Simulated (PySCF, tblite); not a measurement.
A complex of chloride and 2 × water

A gas-phase complex of chloride and 2 × water; charge -1, singlet. The structure comes from a short search (6 tight-binding starts) and was relaxed by PBE0-D3(BJ)/def2-TZVPD; another way of binding may lie lower. Frequencies by PBE0-D3(BJ)/def2-SVPD show no clear imaginary mode.

```json
{"part": "1", "name": "chloride", "SMILES": "[Cl-]", "atoms": "1", "charge": "-1", "multiplicity": "1"}
{"part": "2", "name": "water", "SMILES": "O", "atoms": "2–4", "charge": "0", "multiplicity": "1"}
{"part": "3", "name": "water", "SMILES": "O", "atoms": "5–7", "charge": "0", "multiplicity": "1"}
```

Coordinates in Å:
```
Cl1    -1.191    1.157   -0.452
O2     -1.037    2.381    2.357
H3     -1.801    1.902    2.685
H4     -0.923    1.983    1.454
O5     -2.506    4.013    0.292
H6     -2.247    3.212   -0.202
H7     -2.075    3.834    1.139
```

Contacts between parts, classed by geometry: H4···Cl1 2.094 Å (hydrogen bond, 166°); H6···Cl1 2.323 Å (hydrogen bond, 154°); H7···O2 2.161 Å (hydrogen bond, 146°).

Interaction energies are complex less parts, with the parts frozen as they stand in it; counterpoise-corrected, in kcal/mol (PySCF).

Task: How strongly do the parts interact, level by level?

Result: 
```csv
level,interaction,superposition error removed
wB97M-D3(BJ)/def2-TZVPD,-30.53,-0.22
PBE0-D3(BJ)/def2-TZVPD,-32.09,-0.23
RI-MP2/def2-TZVPD,-28.82,-1.55
```

Task: What holds them together? Decompose the wB97M-D3(BJ)/def2-TZVPD energy: frozen parts, their antisymmetrised product, then relaxation.

Result: electrostatic -42.0, Pauli repulsion +29.3, orbital relaxation -15.9, dispersion correction -2.2 kcal/mol, which sum to the value before the counterpoise correction; the Pauli term holds the exchange-correlation of the frozen density too. Of the attraction, 70 % is electrostatic, 26 % is orbital relaxation, 4 % is dispersion correction.

Task: Are the pair energies additive?

Result: The pairs sum to -31.40 kcal/mol (1–2 -14.8, 1–3 -14.7, 2–3 -1.9); the rest of +0.86 is a many-body weakening.

The parts were also relaxed and run alone, at the levels used for the complex: vibrations by PBE0-D3(BJ)/def2-SVPD; shieldings by PBE0/aug-pcSseg-2; core levels by delta-SCF with SCAN, aug-pcX-2 on the ionised atom and aug-pcseg-1 elsewhere, spin-free X2C (2p3/2 is the spin-free 2p value less a third of a first-order spin-orbit splitting).

Values alone: O2–H4 bond (Å): 0.960; stretch carried by H4 (cm⁻¹, harmonic): 3888, 3997; its infrared intensity (km/mol): 8, 78; shielding of H4 (ppm): 30.88; shielding of Cl1 (ppm): 1149.3; shielding of H6 (ppm): 30.88; shielding of O2 (ppm): 327.8; Cl1 2p3/2 core level (eV): 196.90; O2 1s core level (eV): 539.79; O5 1s core level (eV): 539.79.

Task: How do these values change when the complex forms?

Result: 
| property | alone | in the complex | change |
| --- | --- | --- | --- |
| O2–H4 bond (Å) | 0.960 | 0.993 | +0.033 |
| stretch carried by H4 (cm⁻¹, harmonic) | 3888, 3997 | 3325 | -618 from the mean |
| its infrared intensity (km/mol) | 8, 78 | 1002 |  |
| shielding of H4 (ppm) | 30.88 | 24.10 | -6.78 |
| shielding of Cl1 (ppm) | 1149.3 | 1067.1 | -82.2 |
| shielding of H6 (ppm) | 30.88 | 27.18 | -3.70 |
| shielding of O2 (ppm) | 327.8 | 284.1 | -43.8 |
| Cl1 2p3/2 core level (eV) | 196.90 | 198.37 | +1.47 |
| O2 1s core level (eV) | 539.79 | 534.37 | -5.41 |
| O5 1s core level (eV) | 539.79 | 533.83 | -5.95 |

Density functionals tend to overstate the lengthening and the red shift of so strongly bound an X–H bond.

Task: What are the binding energy from relaxed parts (wB97M-D3(BJ)/def2-TZVPD), and ΔH and ΔG of association at 298.15 K and 1 atm?

Result: -29.41 kcal/mol, -25.85 with zero-point energy; ΔH -27.5 and ΔG -12.9 kcal/mol, from harmonic vibrations by PBE0-D3(BJ)/def2-SVPD with low modes damped.
